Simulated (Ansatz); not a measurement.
Input file:

```yaml
crystal:
  periodic: [false, false, false]
  atoms:
    - {symbol: Ge, position_ang: [0.000933, 0.000000, 0.253733]}
    - {symbol: C, position_ang: [-0.020239, -0.000001, -1.723996]}
    - {symbol: H, position_ang: [1.505016, 0.000042, 0.592227]}
    - {symbol: H, position_ang: [-0.665586, 1.260037, 0.832521]}
    - {symbol: H, position_ang: [-0.665516, -1.260074, 0.832521]}
basis:
  gaussian: {orbitals: cc-pVDZ}
total_charge: 1
magnetization: {spin_polarized: true, initial_magnetization: 0}
correlation: {method: ccsdt_q, electrons: outside_noble_gas}
```

```sh
$ ansatz run in.yaml --threads 1 --pin off --events-out ev --progress --plain --max-ram 2393MiB
```

Output:

```
1097 factors; integrals over basis functions are off by at most 2.3e-7 eV
mean field evaluation 1: about -57534.9488 eV, gradient 1.1e1 eV
mean field evaluation 2: about -57534.9518 eV, gradient 1.1e1 eV
mean field evaluation 4: about -57536.3015 eV, gradient 1.7e0 eV
mean field evaluation 8: about -57536.3643 eV, gradient 1.9e-4 eV
mean field evaluation 16: about -57536.9274 eV, gradient 1.3e0 eV
mean field evaluation 32: about -57536.9355 eV, gradient 4.8e-1 eV
mean field evaluation 64: about -57536.3632 eV, gradient 2.9e0 eV
mean field evaluation 96: about -57536.9135 eV, gradient 5.2e-1 eV
mean field evaluation 128: about -57536.9325 eV, gradient 8.2e-2 eV
mean field evaluation 160: about -57536.9286 eV, gradient 5.8e-1 eV
...
mean field -57536.94687798 eV, -2114.4437978225 hartree, gradient 1.5e-6 eV, S^2 0.784537; 16 other end points of the search recorded, 0 dependent functions left out
determinant -57536.94687798 eV, -2114.4437978225 hartree, with singles and doubles -57542.27662347 eV, -2114.6396623566 hartree
determinant -57536.91874485 eV, -2114.4427639491 hartree, with singles and doubles -57542.25545321 eV, -2114.6388843640 hartree
determinant -57536.44272262 eV, -2114.4252704547 hartree, with singles and doubles -57541.70429202 eV, -2114.6186295636 hartree
determinant -57536.38185550 eV, -2114.4230336292 hartree, with singles and doubles -57541.63862735 eV, -2114.6162164317 hartree
determinant -57534.45252599 eV, -2114.3521320776 hartree, with singles and doubles -57539.83215539 eV, -2114.5498298116 hartree
determinant -57536.94687798 eV, -2114.4437978225 hartree, with singles and doubles -57542.30768293 eV, -2114.6408037708 hartree
determinant -57536.91874485 eV, -2114.4427639491 hartree, with singles and doubles -57542.29817158 eV, -2114.6404542352 hartree
determinant -57536.36431474 eV, -2114.4223890184 hartree, with singles and doubles -57542.29512214 eV, -2114.6403421703 hartree
determinant -57536.36431474 eV, -2114.4223890184 hartree, with singles and doubles -57542.29775735 eV, -2114.6404390124 hartree
15 core orbitals not correlated: weight in the atoms' cores, before any rotation towards them, 0.999 or more for the frozen orbitals, at most 0.001 for the correlated occupied ones
reference -57536.94687798 eV, -2114.4437978225 hartree; 5, 5 occupied and 36, 36 virtual orbitals, 1097 factors
second order -3.96603753 eV of doubles, -0.00000000 eV of singles
...
cycle  55  -5.59815207 eV  change   -2.1e-6 eV  update   2.9e-6
cycle  56  -5.59815571 eV  change   -3.6e-6 eV  update   2.8e-6
cycle  57  -5.59816114 eV  change   -5.4e-6 eV  update   2.6e-6
cycle  58  -5.59816572 eV  change   -4.6e-6 eV  update   2.0e-6
cycle  59  -5.59817248 eV  change   -6.8e-6 eV  update   1.6e-6
cycle  60  -5.59817680 eV  change   -4.3e-6 eV  update   1.3e-6
cycle  61  -5.59817816 eV  change   -1.4e-6 eV  update   1.0e-6
cycle  62  -5.59817901 eV  change   -8.4e-7 eV  update   7.5e-7
cycle  63  -5.59817935 eV  change   -3.4e-7 eV  update   5.1e-7
cycle  64  -5.59817934 eV  change    5.5e-9 eV  update   3.0e-7
perturbative correction -0.02017321 eV, -0.0007413519 hartree
Total energy: -57542.56523054 eV, -2114.6502684707 hartree
```

The determinant's ⟨S²⟩ is 0.78 against 0.00 for a pure state. The T1 diagnostic is 0.114.

Ran on 1 thread of Intel Xeon 6975P-C, shared host: 68 s wall, 0.43 GiB peak host memory.
